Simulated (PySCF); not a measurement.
These are PBE-D3(BJ)/def2-TZVP // TPSSh-D3(BJ)/def2-TZVP in PySCF values and carry that method's errors. Isolated molecules, 0 K electronic values unless said otherwise. One relaxed conformer stands for a flexible species; it need not be the lowest. Excitations are Tamm–Dancoff values on a coarser integration grid. The basis has no diffuse functions, so Rydberg states are missing or too high.

Reference species (SMILES): `C=[OH+]` (charge +1, multiplicity 1).

| Property | Value |
|---|---|
| T1 excitation (TDA) | 4.99 eV |
| HOMO | -16.86 eV |
| LUMO | -11.37 eV |
| HOMO–LUMO gap | 5.49 eV |

Changed species: `[H]/[O+]=C\C1CC1` (O–C–C–C torsion 149°) (X = cyclopropyl, proton added; the reference has X = H, proton added).

Question: What does the change do to the T1 excitation (TDA), HOMO, LUMO and HOMO–LUMO gap?

Answer: the T1 excitation (TDA) falls by 0.79 eV, to 4.20 eV; the HOMO rises by 3.60 eV, to -13.26 eV; the LUMO goes up by 2.77 eV, to -8.60 eV; the HOMO–LUMO gap falls by 0.83 eV, to 4.66 eV.
